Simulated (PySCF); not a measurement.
Species: C₃H₈O.
Z-matrix (Å and degrees, PBE0-D3(BJ)/def2-SVP geometry), rows numbered from 1:
```
C 
C   1  1.5196
C   2  1.5205  1  113.14
O   3  1.4018  2  113.33  1   177.03
H   1  1.1023  2  111.26  3   -60.88
H   1  1.1021  2  111.49  3    58.92
H   1  1.1000  2  111.63  3   179.14
H   2  1.1028  1  110.66  3   121.60
H   2  1.1060  1  109.73  3  -121.68
H   3  1.1108  2  109.44  1   -57.44
H   3  1.1028  2  109.53  1    58.51
H   4  0.9626  3  107.75  2    60.97
```

Computed with PySCF at PBE0/pcSseg-1 and B3LYP/def2-SVPD, non-relativistic, on one gas-phase PBE0-D3(BJ)/def2-SVP geometry that isn't relaxed in the solvent. The solvent is an IEF-PCM continuum (Bondi radii, 1.10 Å for H, scaled by 1.2). The model holds no explicit solvent molecules, cavitation or dispersion.

Gas phase at PBE0/pcSseg-1: HOMO -7.71 eV, LUMO 1.41 eV, dipole 1.71 D.

Question: What does the continuum do to the energy, the frontier levels and the dipole at PBE0/pcSseg-1 in benzene, chloroform and tetrahydrofuran?

Answer: 
| solvent | ε | E(solvent) − E(gas) (kcal/mol) | polarisation term (kcal/mol) | distortion of the solute (kcal/mol) | HOMO (eV) | LUMO (eV) | dipole (D) |
| --- | --- | --- | --- | --- | --- | --- | --- |
| benzene | 2.271 | -2.03 | -2.13 | 0.10 | -7.70 | 1.57 | 1.87 |
| chloroform | 4.711 | -3.25 | -3.50 | 0.25 | -7.71 | 1.66 | 1.97 |
| tetrahydrofuran | 7.426 | -3.74 | -4.09 | 0.35 | -7.72 | 1.69 | 2.02 |

The first energy column is the sum of the next two and covers electrostatics alone. From benzene to tetrahydrofuran the lowering changes by a factor 1.84, Onsager's factor (ε − 1)/(2ε + 1) by 1.77 and ε itself by 3.3.

Question: Which radius a makes the point-dipole formula ΔE = −[(ε − 1)/(2ε + 1)]·μ²/a³ give the value in tetrahydrofuran, with the gas-phase dipole?

Answer: μ = 0.675 au and |ΔE| = 0.00596 Eh give a = 1.66 Å; the farthest nucleus lies 2.54 Å from the centroid of the nuclei, so such a sphere wouldn't even hold the nuclei. The formula assumes a rigid point dipole at the centre of a sphere.

Question: Which IAO charges (PBE0/pcSseg-1) respond most in benzene (means over atoms taken as equivalent)?

Answer: 
```json
{"atoms": "O4", "environment": "alcohol oxygen", "gas (e)": "-0.545", "solvent (e)": "-0.559", "change": "-0.014"}
{"atoms": "H12", "environment": "hydroxyl hydrogen", "gas (e)": "+0.345", "solvent (e)": "+0.354", "change": "+0.009"}
{"atoms": "C1", "environment": "methyl carbon", "gas (e)": "-0.411", "solvent (e)": "-0.413", "change": "-0.002"}
{"atoms": "H10/H11", "environment": "methylene hydrogen", "gas (e)": "+0.123", "solvent (e)": "+0.124", "change": "+0.001"}
{"atoms": "C3", "environment": "carbinol carbon (C–OH)", "gas (e)": "-0.037", "solvent (e)": "-0.038", "change": "-0.001"}
{"atoms": "H8/H9", "environment": "methylene hydrogen", "gas (e)": "+0.128", "solvent (e)": "+0.129", "change": "+0.001"}
{"atoms": "H5/H6/H7", "environment": "methyl hydrogen", "gas (e)": "+0.137", "solvent (e)": "+0.138", "change": "+0.001"}
{"atoms": "C2", "environment": "chain CH2 carbon", "gas (e)": "-0.264", "solvent (e)": "-0.264", "change": "0.000"}
```

Question: How do the nuclear quadrupole coupling constants eQVzz/h respond in benzene?

Answer: 
```tsv
nucleus	Q (barn)	gas (MHz)	solvent (MHz)	η gas	η solvent
17O at O4	-0.0256	11.93	11.71	0.90	0.91
```

Gas phase at B3LYP/def2-SVPD: HOMO -7.65 eV, LUMO 0.31 eV, dipole 1.75 D.

Question: What does the continuum do to the energy, the frontier levels and the dipole at B3LYP/def2-SVPD in benzene and chloroform?

Answer: 
```
   solvent      ε  E(solvent) − E(gas) (kcal/mol)  polarisation term (kcal/mol)  distortion of the solute (kcal/mol)  HOMO (eV)  LUMO (eV)  dipole (D)
   benzene  2.271                           -2.02                         -2.15                                 0.13      -7.63       0.47        1.95
chloroform  4.711                           -3.26                         -3.60                                 0.34      -7.64       0.54        2.08
```

Question: How does the static polarisability (B3LYP/def2-SVPD, frozen core, with the continuum's full static response) change?

Answer: 
```tsv
medium	isotropic (au)	principal values (au)	⟨r²⟩ of the electrons (bohr²)
gas	45.3	41.3, 43.8, 50.9	384.0
benzene	51.0	47.0, 49.7, 56.2	384.1
chloroform	54.8	51.2, 53.7, 59.4	384.2
```

The isotropic value in chloroform is 1.21 times the gas-phase one; no cavity-field correction is applied. ⟨r²⟩ is taken about the centre of nuclear charge.
